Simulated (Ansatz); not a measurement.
A made-up structure of AlNH$_{3}$, doublet:

N1  (-0.256, 0.388, -0.372)
Al2  (0.370, -0.703, 0.862)
H3  (1.353, -1.765, 1.326)
H4  (-1.021, 0.046, -0.954)
H5  (0.106, 1.341, -0.381)
(Å)

It is relaxed with PBE-D4/def2-SVP and then PBE0-D4/def2-TZVP (Ansatz 0.2.0). Atoms count as bonded within 1.22 times the sum of their covalent radii (H–H: 0.88 Å). The end point is not checked to be a true minimum.

Problem. Does its bonding change? (A judgement: the text doesn't fix the answer.)

Solution. By the calculation: No: no bond forms or breaks.

Where it ends: The first stage lowers the energy by 1.08 eV in 12 steps. It ends as AlNH₃ ([NH2][AlH]):
```
5
angstrom
N -0.1679 0.3768 -0.2555
Al 0.7081 -0.3478 1.1059
H 0.9186 -1.9363 1.0326
H -0.5261 -0.1426 -1.0430
H -0.3805 1.3558 -0.3583
```

Labels in which every atom is bracketed show which atoms are joined, not bond orders.

For scale, one of the runs: PBE0-D4/def2-TZVP relaxation, 86 basis functions, launched by `ansatz run in.yaml --threads 2 --pin off --events-out ev --progress --plain --max-ram 4352MiB`. Hardware: 2 CPU threads of an Arm Neoverse V1, shared host. Wall time about 8 s.
